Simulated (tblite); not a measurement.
Compound: C₅H₅N.
SMILES: `CC=C=CC#N`

Computed with GFN2-xTB (tblite): harmonic, unscaled wavenumbers at the GFN2-xTB geometry, gas phase. This tight-binding method is rough: wavenumbers can miss measured ones by several per cent, in bad cases by 10 to 20.

Harmonic wavenumbers (cm⁻¹): 91.1, 133.9, 167.5, 205.5, 336.8, 462.8, 504.5, 579.6, 701.1, 842.5, 902.8, 1003.8, 1028.5, 1068.1, 1136.8, 1216.4, 1392.6, 1410.6, 1472.4, 1481.9, 2064.8, 2374.3, 3006.1, 3018.3, 3021.6, 3023.8, 3052.8.

A = 12722, B = 1614, C = 1522 MHz; mass 79.042 u (most abundant isotopes); point group C1, symmetry number 1.

**Question.** Zero-point energy?

**Answer.** Half the sum of the wavenumbers: 17850 cm⁻¹ = 213.54 kJ/mol.

**Question.** Give the ideal-gas entropy at 350 K and 1 bar in the rigid-rotor, harmonic-oscillator model (classical rotation).

**Answer.** Translation 166.69, rotation 113.85, vibration 75.64: S = 356.2 J/(mol K).

**Question.** And Cp and H(350 K) − H(0)?

**Answer.** Cp = 113.64 J/(mol K), of which vibrations give 80.39 (their classical limit is 27 R = 224.5); H(350 K) − H(0) = 26.04 kJ/mol without the zero-point energy, 14.40 from vibrations.

**Question.** Blend soft modes into free rotors: weight 1/[1 + (100 cm⁻¹/ν̃)⁴] for the oscillator and the rest for a rotor with moment μB/(μ + B), μ = h/(8π²ν), B = 10⁻⁴⁴ kg m². What vibrational entropy results?

**Answer.** 72.96 J/(mol K) in place of 75.64, which changes −T·S at 350 K by +0.94 kJ/mol.

**Question.** How do the functions run with temperature in this model?

**Answer.** 
```csv
T (K),S (J/(mol K)),Cp (J/(mol K)),H − H(0) (kJ/mol),G − H(0) (kJ/mol),ln q(vib)
50,219.6,43.2,1.81,-9.17,0.11
100,254.6,58.6,4.38,-21.09,0.63
298.15,338.8,102.7,20.43,-80.60,3.41
373.15,363.6,118.3,28.73,-106.95,4.48
500,401.5,141.1,45.23,-155.53,6.24
750,465.4,173.9,84.88,-264.15,9.57
1000,518.6,196.1,131.30,-387.34,12.65
```

q(vib) and H(0) count from the zero-point level.

**Question.** What must be added to the electronic energy to get the Gibbs energy at 350 K and 1 bar?

**Answer.** ZPE + [H(350 K) − H(0)] − T·S = 213.54 + 26.04 − 124.66 = 114.92 kJ/mol.

**Question.** Which modes carry the vibrational entropy at 350 K?

**Answer.** 91.1 cm⁻¹: 16.53; 133.9 cm⁻¹: 13.38; 167.5 cm⁻¹: 11.58; 205.5 cm⁻¹: 9.96; 336.8 cm⁻¹: 6.24; 462.8 cm⁻¹: 4.12 J/(mol K); the other 21 give 13.83 together.

Hindered rotation and anharmonicity are outside this model. The structure is chiral; the term R ln 2 for an equal mix with its mirror image is left out.
